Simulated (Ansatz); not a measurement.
# BH, singlet: vertical spin and charge gaps

Geometry (PBE0/def2-TZVP stationary point for this spin):

```xyz
2

B     0.0000    0.0000    0.0000
H     0.0000    0.0000    1.2410
```

Basis cc-pVQZ; Ansatz 0.2.0. Correlated methods freeze the noble-gas cores. Prefix R: restricted or restricted open-shell reference. Active spaces: valence = (4e, 5o) chosen from the atoms' valence shells.

Gaps are energies of the second state less the first, at fixed atoms, for a selection of the levels run; each method lands on the state that its own search finds for that charge and spin.

Triplet less singlet: 1.349 eV at full CI (singlet A1, triplet B1, in C2v).

| level | gap (eV) | error (meV) |
| --- | --- | --- |
| RHF | 0.438 | -911 |
| RCCSD | 1.332 | -17 |
| RCCSD(T) | 1.348 | -1 |
| BCCD(T) | 1.347 | -2 |
| RCCSDT | 1.347 | -2 |
| RCCSDT(Q) | 1.349 | 0 |
| NEVPT2 (valence space) | 1.335 | -14 |
| MRCISD (valence space) | 1.377 | 28 |
| MRCISD+Q (valence space) | 1.376 | 27 |
| wB97M-V | 1.372 | 23 |

Removing an electron, to the doublet: 9.783 eV at full CI (singlet A1, doublet ion A1, in C2v).

| level | gap (eV) | error (meV) |
| --- | --- | --- |
| RHF | 8.477 | -1306 |
| RMP2 | 9.458 | -325 |
| RCCSD | 9.741 | -42 |
| RCCSD(T) | 9.778 | -5 |
| BCCD(T) | 9.776 | -7 |
| RCCSDT | 9.780 | -3 |
| CASSCF (valence space) | 9.097 | -686 |
| NEVPT2 (valence space) | 9.606 | -177 |
| MRCISD (valence space) | 9.805 | 22 |
| MRCISD+Q (valence space) | 9.829 | 46 |
| wB97M-V | 9.742 | -41 |

Full CI is exact within this basis and frozen core; it isn't the basis-set limit.
